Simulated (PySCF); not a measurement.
LiMg⁻: one state, many levels of theory

State: ¹Σ⁺ (singlet), closed shell. Set-up: PySCF, spin-free X2C with a Gaussian nucleus, basis sets Li aug-cc-pVDZ-DK, Mg aug-cc-pVDZ-DK. De refers to Li⁻ + Mg in their ground configurations, without counterpoise correction. A positive dipole points towards Mg; it is taken about the centre of mass and depends on that origin.

```csv
Level,Re (Å),ωe (cm⁻¹),De (eV),μ (D)
RHF-MP2,3.510,123,n/a,n/a
RHF-SCS-MP2,3.579,110,n/a,n/a
RHF-CCSD,3.515,120,0.215,n/a
RHF-CCSD(T),3.415,140,0.291,n/a
PBE,3.381,148,0.431,7.22
r²SCAN,3.405,149,0.412,7.43
M06-L,3.390,142,0.326,7.88
PBE0,3.435,142,0.379,7.38
r²SCAN0,3.446,141,0.370,7.48
M06-2X,3.533,119,0.272,8.82
CAM-B3LYP,3.581,109,0.196,8.45
```

Q: Which functional lies closest to RHF-CCSD(T) in De, which farthest, and by how much do they differ from it?

A: Closest is M06-2X (+11.8 pm in Re, -15.0 % in ωe, -0.02 eV in De against RHF-CCSD(T) in the same basis), farthest PBE (-3.4 pm in Re, +5.7 % in ωe, +0.14 eV in De). CCSD(T) converges more slowly with the basis than the functionals do and binds too weakly in this one, so the order can change at the basis-set limit.

Q: What does a quarter of exact exchange do here, going from PBE to PBE0?

A: PBE0 less PBE: +5.4 pm in Re, -4.1 % in ωe, -0.05 eV in De. Exact exchange removes part of the self-interaction that spreads semilocal densities, and in most molecules shortens and stiffens the bond and lowers De; here Re and ωe go the other way.

Q: What does a quarter of exact exchange do here, going from r²SCAN to r²SCAN0?

A: r²SCAN0 less r²SCAN: +4.1 pm in Re, -5.4 % in ωe, -0.04 eV in De. Exact exchange removes part of the self-interaction that spreads semilocal densities, and in most molecules shortens and stiffens the bond and lowers De; here Re and ωe go the other way.

Correlated steps freeze 1 core orbital. Closed-shell solutions of metal pairs were not tested for spin polarisation, which can lower them a little. The bond is weak. Basis-set superposition, not corrected here, can be much of De in a small basis, most of all at correlated wavefunction levels. For an ion De counts to the pair picked by the measured ionisation energies or electron affinities, which need not be the lowest pair at this level. The highest Kohn–Sham level is positive in this anion. Much of that is self-interaction error, but it also means that the finite basis helps to hold the extra electron. The CCSD T1 diagnostic is raised, a sign that a single reference may not be enough here.

The whole job (state search and all levels along the bond) took about 2.4 min on 1 thread of Intel Xeon Platinum 8259CL @ 2.50GHz (shared host), peak memory 0.61 GiB.
